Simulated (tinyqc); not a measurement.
Worked calculation: Pariser-Parr-Pople SCF with singles CI, for the molecule c1cnc[cH-]1 (SMILES; centres numbered as the heavy atoms are written). One step of it, computed by the program tinyqc.

Question. Singles CI, singlets. Over the 6 single excitations with the smallest orbital gaps: A = (e_a - e_i) delta + 2 (ia|jb) - (ij|ab), with (pq|rs) = sum c_mp c_mq gamma_mn c_nr c_ns. f = 2/3 w |mu|^2 in atomic units, mu = sqrt2 sum c_ia sum_m c_mi c_ma R_m.

orbital energies (eV): -8.562103  -4.830452  -4.157167  5.840398  6.167770

coefficients:
```
         MO1        MO2        MO3        MO4        MO5
1C  0.378763  -0.554926  -0.378870   0.220430  -0.597046
2C  0.442368   0.086016  -0.597142  -0.545145   0.378352
3N  0.567148   0.607556   0.000191   0.556074   0.000284
4C  0.442375   0.085589   0.597196  -0.544709  -0.378983
5C  0.378809  -0.555165   0.378465   0.219775   0.597292
```

repulsion gamma_rs (eV):
```
           1C         2C         3N         4C         5C
1C  11.130000   5.344818   4.121190   4.046371   5.344818
2C   5.344818  11.130000   5.477600   4.045936   4.045107
3N   4.121190   5.477600  12.300000   5.476893   4.120738
4C   4.046371   4.045936   5.476893  11.130000   5.346212
5C   5.344818   4.045107   4.120738   5.346212  11.130000
```

Centres (angstrom, eV; a flat drawing with bonds scaled to 1.40 angstrom):
```
centre          x          y  core charge z          W   gamma_rr
1C       1.191000   0.000000              1  11.160000  11.130000
2C       0.368000   1.133000              1  11.160000  11.130000
3N      -0.963000   0.700000              1  14.100000  12.300000
4C      -0.963000  -0.700000              1  11.160000  11.130000
5C       0.368000  -1.133000              1  11.160000  11.130000
```

Give: singlet CI matrix; singlet excitation energies; oscillator strengths.

Answer.

singlet CI matrix (eV):
```
         3>4      3>5      2>4      2>5      1>4      1>5
3>4   6.7363  -0.0004   0.0003   0.4721  -0.0003   0.3680
3>5  -0.0004   6.9453  -0.6875  -0.0002   0.2509  -0.0001
2>4   0.0003  -0.6875   7.1260   0.0000   0.2856   0.0004
2>5   0.4721  -0.0002   0.0000   7.4867   0.0005  -0.2671
1>4  -0.0003   0.2509   0.2856   0.0005  10.4627   0.0000
1>5   0.3680  -0.0001   0.0004  -0.2671   0.0000  10.6296
```

singlet excitation energies (eV): 6.3081  6.4604  7.7124  7.7282  10.4978  10.6798

oscillator strengths: 0.0034  0.1095  0.7764  0.9771  0.0041  0.0110
